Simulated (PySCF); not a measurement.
Ionisation energies (eV) were calculated with PySCF 2.14 by PBE0, UHF, MP2 (valence), in another order, as differences of total energies without spin-orbit coupling. The measured values are between term centres (NIST).

| species | measured | A | B | C |
| --- | --- | --- | --- | --- |
| F⁺ (aug-cc-pVDZ, non-relativistic) | 34.950 | 33.353 | 34.244 | 35.255 |
| F (aug-cc-pVDZ, non-relativistic) | 17.427 | 15.767 | 17.167 | 17.510 |
| S (aug-cc-pV(D+d)Z, non-relativistic) | 10.336 | 9.230 | 9.776 | 10.396 |
| Mn⁺ (aug-cc-pVDZ-DK, spin-free X2C) | 15.640 | 14.885 | 15.292 | 15.938 |
| Zr (aug-cc-pVDZ-PP with ECP28MDF, ECP) | 6.639 | 5.219 | 6.080 | 6.323 |
| Te (aug-cc-pVDZ-PP with ECP28MDF, ECP) | 8.749 | 7.702 | 8.121 | 8.695 |
| Ta (aug-cc-pVDZ-PP with ECP60MDF, ECP) | 7.573 | 5.760 | 6.869 | 7.080 |
| Tl (aug-cc-pVDZ-PP with ECP60MDF, ECP) | 5.464 | 4.999 | 5.127 | 5.427 |

Which column is which method?

A is UHF (mean error -1.23 eV); B is MP2 (valence) (mean error -0.51 eV); C is PBE0 (mean error -0.02 eV). Hartree-Fock lacks the correlation of the electron removed and comes out lowest. Valence MP2 in a finite basis recovers only part of the missing correlation, so it stays below experiment on average. PBE0, with a quarter of exact exchange, lies close to experiment on average.
